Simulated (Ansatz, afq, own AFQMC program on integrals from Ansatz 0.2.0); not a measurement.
**AFQMC, coupled cluster and functionals along a coordinate of BH3, singlet**

```xyz
4

B     0.0000    0.0000    0.0000
H     1.1934    0.0146   -0.0003
H    -0.6093    1.0262   -0.0028
H    -0.5841   -1.0408    0.0031
```

The B1–H2 distance is changed with both sides rigid. Energies in mEh count from this geometry (1.194 Å) at the same level; the start stands on RHF, each point on the determinant named.

Basis cc-pVDZ. Noble-gas cores (and the filled d shells of Ga–Kr and In–Xe) are frozen. Ansatz 0.2.0 and our own AFQMC program on the same integrals; the CISD trial comes from CCSD amplitudes, and released means the phaseless constraint is let go. Uncertainties: one standard error, sampling alone.

Cautions, each for one point or more: cluster runs in doubt by the program's own checks; restricted determinant unstable towards unrestricted; strong correlation; the next higher spin lies close; the ph-AFQMC/CISD walk drifts between its halves; unrestricted determinant spin contaminated.

```csv
r(B1–H2) / Å,det.,T1,weight,⟨S²⟩,r2SCAN,B2PLYP,CCSD(T)
0.973,RHF,0.005,0.95,pure,35.6,35.3,37.0
1.469,RHF,0.007,0.94,pure,20.3,21.1,19.9
1.927,RHF,0.017,0.91,pure,84.9,87.4,83.2
2.681,RHF,0.054,0.78,pure,150.2§,159.1§,149.2
3.996,UHF‡,0.008,0.95,1.00,167.4§,171.7§,169.6
```

Q: Estimate the curve of full CI, counted from the same start.

A: 
```json
{"r(B1–H2) / Å": "0.973", "det.": "RHF", "T1": "0.005", "weight": "0.95", "⟨S²⟩": "pure", "FCI": "37.1", "ph-AFQMC/CISD": "37.1 ± 0.04", "released AFQMC": "37.1 ± 0.02", "CCSDT(Q)": "37.1"}
{"r(B1–H2) / Å": "1.469", "det.": "RHF", "T1": "0.007", "weight": "0.94", "⟨S²⟩": "pure", "FCI": "19.9", "ph-AFQMC/CISD": "19.9 ± 0.05", "released AFQMC": "19.9 ± 0.04", "CCSDT(Q)": "19.9"}
{"r(B1–H2) / Å": "1.927", "det.": "RHF", "T1": "0.017", "weight": "0.91", "⟨S²⟩": "pure", "FCI": "82.9", "ph-AFQMC/CISD": "83.1 ± 0.06", "released AFQMC": "82.9 ± 0.06", "CCSDT(Q)": "82.9"}
{"r(B1–H2) / Å": "2.681", "det.": "RHF", "T1": "0.054", "weight": "0.78", "⟨S²⟩": "pure", "FCI": "149.0", "ph-AFQMC/CISD": "150.8 ± 0.2", "released AFQMC": "–", "CCSDT(Q)": "149.0"}
{"r(B1–H2) / Å": "3.996", "det.": "UHF‡", "T1": "0.008", "weight": "0.95", "⟨S²⟩": "1.00", "FCI": "169.1", "ph-AFQMC/CISD": "169.3 ± 0.04", "released AFQMC": "169.1 ± 0.03", "CCSDT(Q)": "169.3"}
```

Weight is that of the determinant in the CISD state; at the start T1 is 0.005 and the weight 0.94. A double dagger marks points where the walks on two determinants ended up to 2.7 mEh apart; the lower is shown. A dash marks a missing value, a released energy that hasn't settled or a functional that sits on another state. § marks a functional whose ⟨S²⟩ is too high by over 0.1. Largest departures from full CI: CCSD(T) 0.4 mEh at 3.996 (on UHF), ph-AFQMC/CISD 1.7 mEh at 2.681 (on RHF), released AFQMC 0.0 mEh at 3.996 (on UHF) (within the noise), CCSDT(Q) 0.2 mEh at 3.996 (on UHF), r2SCAN 2.0 mEh at 1.927, B2PLYP 4.5 mEh at 1.927. Functionals count only at points shown to share the start's state and spin. In this small basis the wave-function levels are far from their limit, so their gap to the functionals isn't the functionals' error.

CCSDT and higher add their correlation energy to the determinant of the CCSD(T) run, since their own runs factorise the integrals more tightly (a shift of under 2 meV). A walk keeps the symmetry of its determinant, which the program's search chose and which needn't be the lowest solution, so a lower state of the same spin and another symmetry isn't excluded. Released energies are given only where the last usable release times agree within the noise; a slower fall can still hide under it.
